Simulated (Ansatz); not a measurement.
**Rock-salt TiN**

All values below come from LDA in Ansatz (plane waves, PAW).

Settings: plane-wave cutoff 520 eV, 26×26×26 k mesh, Fermi–Dirac smearing 0.073 eV (set by the program), no spin polarisation, scalar-relativistic PAW data made under PBE.

Cell (relaxed at this level):

TiN is modelled in the cubic space group Fm-3m (No. 225), the rock salt structure, Pearson symbol cF8. Lattice parameters: a = 4.1717 Å, b = 4.1717 Å, c = 4.1717 Å, α = 90.00°, β = 90.00°, γ = 90.00°. Ti on 4a is coordinated by 6 N at 2.086 Å (octahedral). N on 4b sees 6 Ti at 2.086 Å (octahedral). (Neighbours: up to the widest gap in distance over summed covalent radii, below 1.35, at either atom; cation-cation and far metal-metal contacts left out.)
(The calculation used a cell of 2 atoms; values per cell refer to that cell.)

```yaml
elastic constant C11: 692 GPa
elastic constant C12: 133 GPa
elastic constant C44: 180 GPa
Voigt–Reuss–Hill bulk modulus: 320 GPa
Voigt–Reuss–Hill shear modulus (Hill average): 215 GPa
young_modulus: 526 GPa
poisson_ratio: 0.226
```

Measured, for comparison: elastic constant C11 625 GPa, elastic constant C12 165 GPa, elastic constant C44 163 GPa (temperature not stated, not corrected to a static lattice; as tabulated in X. Wang et al., RSC Advances (2016)). Computed (rounded) less measured: elastic constant C11 +11 %, elastic constant C12 -19 %, elastic constant C44 +10 %.

Elastic constants are with the ions relaxed.

Computed values are for the static lattice.

Cost on a shared machine: roughly 2.8 core-minutes.

Ansatz is an electronic-structure program.
